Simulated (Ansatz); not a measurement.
# CH5MgO: the cost of one run

The runs use Ansatz 0.2.0, Gaussian basis; single points in def2-TZVPP.

Correlated methods freeze the cores. The outer core shell of Li, Na, Mg and K is correlated.

### 1 Starting geometry

SMILES `C[OH+][MgH]`, 8 atoms, charge 1, spin multiplicity 1.

Atoms are counted from 1 here; the program's logs count them from 0.

Bond lengths: C1–O2 1.457 Å, C1–H4 1.099 Å, C1–H5 1.099 Å, C1–H6 1.086 Å, O2–Mg3 1.935 Å, O2–H7 0.967 Å, Mg3–H8 1.546 Å. Angles: O2–C1–H4 115.1°, O2–C1–H5 108.6°, O2–C1–H6 111.1°, H4–C1–H5 105.7°, H4–C1–H6 109.3°, H5–C1–H6 106.5°, C1–O2–Mg3 114.5°, C1–O2–H7 116.7°, Mg3–O2–H7 128.8°, O2–Mg3–H8 173.2°.

Coordinates:

```xyz
8
CH5MgO
C    -0.6864    0.7631   -0.2991
O     0.6636    0.3403    0.0499
Mg    0.8242   -1.5337    0.5033
H    -0.7707    1.3220   -1.2420
H    -1.3124   -0.1317   -0.4263
H    -1.1353    1.3413    0.5029
H     1.3435    1.0279    0.0645
H     1.0502   -2.9766    1.0097
```

### 2 PBE-D4/def2-TZVPP

run/in.yaml reads:

```yaml
crystal:
  periodic: [false, false, false]
  atoms:
    - {symbol: C, position_ang: [-0.686413, 0.763054, -0.299118]}
    - {symbol: O, position_ang: [0.663613, 0.340316, 0.049917]}
    - {symbol: Mg, position_ang: [0.824154, -1.533652, 0.503341]}
    - {symbol: H, position_ang: [-0.770743, 1.321991, -1.242041]}
    - {symbol: H, position_ang: [-1.312377, -0.131727, -0.426269]}
    - {symbol: H, position_ang: [-1.135342, 1.341260, 0.502879]}
    - {symbol: H, position_ang: [1.343511, 1.027857, 0.064483]}
    - {symbol: H, position_ang: [1.050165, -2.976588, 1.009736]}
basis:
  gaussian: {orbitals: def2-TZVPP}
total_charge: 1
hamiltonian: {xc: pbe, dispersion: d4}
output: {forces: true}
```

Started as:

```console
> ansatz run in.yaml --threads 2 --pin off --events-out ev --progress --plain --max-ram 3481MiB
```

**Question.** How long does this run take on 2 threads of Arm Neoverse V1, shared host, and how much memory does it need?

About 1.8 s, with a peak of 0.16 GiB.
